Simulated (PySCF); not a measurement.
# Magnetisability: 3-buten-1-ol (C=CCCO, C4H8O)

Molfile (atoms numbered from 1):
```
C4H8O
     RDKit          3D

 13 12  0  0  0  0  0  0  0  0999 V2000
   -2.1566    0.6483   -0.4754 C   0  0  0  0  0  0  0  0  0  0  0  0
   -1.6524   -0.5865   -0.3960 C   0  0  0  0  0  0  0  0  0  0  0  0
   -0.6845   -1.0487    0.6462 C   0  0  0  0  0  0  0  0  0  0  0  0
    0.7391   -1.0937    0.0864 C   0  0  0  0  0  0  0  0  0  0  0  0
    1.1843    0.1647   -0.3228 O   0  0  0  0  0  0  0  0  0  0  0  0
   -1.9331    1.4040    0.2853 H   0  0  0  0  0  0  0  0  0  0  0  0
   -2.8264    0.9425   -1.2880 H   0  0  0  0  0  0  0  0  0  0  0  0
   -1.9047   -1.3114   -1.1817 H   0  0  0  0  0  0  0  0  0  0  0  0
   -0.7001   -0.3630    1.5088 H   0  0  0  0  0  0  0  0  0  0  0  0
   -0.9621   -2.0529    1.0090 H   0  0  0  0  0  0  0  0  0  0  0  0
    0.7847   -1.8373   -0.7375 H   0  0  0  0  0  0  0  0  0  0  0  0
    1.4315   -1.4441    0.8682 H   0  0  0  0  0  0  0  0  0  0  0  0
    0.4906    0.5446   -0.8775 H   0  0  0  0  0  0  0  0  0  0  0  0
  1  2  2  0
  2  3  1  0
  3  4  1  0
  4  5  1  0
  1  6  1  0
  1  7  1  0
  2  8  1  0
  3  9  1  0
  3 10  1  0
  4 11  1  0
  4 12  1  0
  5 13  1  0
M  END
```

The calculation used GIAO B3LYP/cc-pVDZ magnetisability, rotational g tensor and spin-rotation constants, non-relativistic, gas phase in PySCF 2.14.0. Geometry: PBE0-D3(BJ)/def2-SVP.

Question: How diamagnetic is it, and how anisotropic?

Answer: Isotropic -806 × 10⁻³⁰ J/T², or -48.5 × 10⁻⁶ cm³/mol; principal values -902, -775, -740 × 10⁻³⁰ J/T², anisotropy 148 × 10⁻³⁰ J/T² (root of half the summed squared differences of the principal values). The susceptibility is in cgs units.

Question: Split it along the inertial axes a, b, c into diamagnetic and paramagnetic parts about the centre of mass, with the quadrupole moment.

Answer: 
```csv
axis,χ (10⁻⁶ cm³/mol),diamagnetic (10⁻⁶ cm³/mol),paramagnetic (10⁻⁶ cm³/mol),summed x² of all electrons (Å²),quadrupole Θ (D Å)
a,-47.7,-211.7,164.0,84.1,-3.52
b,-52.2,-422.8,370.7,34.3,+1.56
c,-45.8,-502.2,456.5,15.6,+1.95
```
Anisotropies 2χaa − χbb − χcc = +2.5 and 2χbb − χaa − χcc = -10.9 × 10⁻⁶ cm³/mol. Θ is traceless in Buckingham's convention.

Question: And the rotational g tensor?

Answer: 
```tsv
axis	rotational constant (GHz)	g	nuclear part	electronic part
a	9.0107	-0.0305	0.6637	-0.6942
b	3.4767	-0.0094	0.5960	-0.6054
c	2.8171	-0.0163	0.5877	-0.6041
```
Asymmetric top; isotopes 12C, 1H, 16O; no vibrational averaging.
